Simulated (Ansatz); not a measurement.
A CCSD(T) single point on C$_{3}$H$_{3}$F$_{3}$, SMILES `F/C=C(\F)CF`.

```yaml
crystal:
  periodic: [false, false, false]
  atoms:
    - {symbol: F, position_ang: [1.670731, -1.667827, -1.018828]}
    - {symbol: C, position_ang: [1.167185, -0.601134, -0.402069]}
    - {symbol: C, position_ang: [-0.133360, -0.443137, -0.232722]}
    - {symbol: F, position_ang: [-1.014780, -1.346143, -0.670996]}
    - {symbol: C, position_ang: [-0.792685, 0.709328, 0.440678]}
    - {symbol: F, position_ang: [0.143551, 1.611632, 0.878150]}
    - {symbol: H, position_ang: [1.894101, 0.118591, -0.055116]}
    - {symbol: H, position_ang: [-1.471259, 1.213575, -0.256435]}
    - {symbol: H, position_ang: [-1.374885, 0.358714, 1.300237]}
basis:
  gaussian: {orbitals: def2-SVP}
correlation: {method: ccsd_t}
```

```sh
$ ansatz run in.yaml --threads 4 --pin off --events-out ev --progress --plain --max-ram 10444MiB
```

Log, shortened:

```
Functional definition: HF
981 factors; integrals over basis functions are off by at most 1.3e-3 eV
mean field evaluation 1: about -11243.5825 eV, gradient 3.2e1 eV
mean field evaluation 2: about -11243.7345 eV, gradient 3.2e1 eV
mean field evaluation 4: about -11246.0154 eV, gradient 4.1e0 eV
mean field evaluation 8: about -11246.0582 eV, gradient 1.4e-1 eV
mean field -11246.05836330 eV, -413.2850219993 hartree, gradient 1.8e-6 eV, S^2 0.000000; 0 other end points of the search recorded, 0 dependent functions left out
6 core orbitals not correlated: weight in the atoms' cores, before any rotation towards them, 1.000 or more for the frozen orbitals, at most 0.000 for the correlated occupied ones
reference -11246.05836330 eV, -413.2850219993 hartree; 18, 18 occupied and 75, 75 virtual orbitals, 981 factors
second order -25.53581407 eV of doubles, -0.00000000 eV of singles
cycle   1  -25.78315983 eV  change   -2.5e-1 eV  update   1.1e-1
cycle   2  -26.33559506 eV  change   -5.5e-1 eV  update   3.4e-2
cycle   3  -26.49921216 eV  change   -1.6e-1 eV  update   1.7e-2
cycle   4  -26.49569534 eV  change    3.5e-3 eV  update   3.6e-3
cycle   5  -26.49312340 eV  change    2.6e-3 eV  update   1.5e-3
cycle   6  -26.49392076 eV  change   -8.0e-4 eV  update   3.6e-4
cycle   7  -26.49376383 eV  change    1.6e-4 eV  update   1.1e-4
cycle   8  -26.49366813 eV  change    9.6e-5 eV  update   3.4e-5
cycle   9  -26.49366676 eV  change    1.4e-6 eV  update   1.3e-5
perturbative correction -0.64069149 eV, -0.0235449781 hartree
Total energy: -11273.19272155 eV, -414.2821912727 hartree
```

It took 6 s on 4 threads of an Arm Neoverse V1 on a shared host, with 0.49 GiB of host memory at the peak.

The correlation energy is -27.134 eV, 2.4 % of it from (T); the T1 diagnostic reads 0.0116.
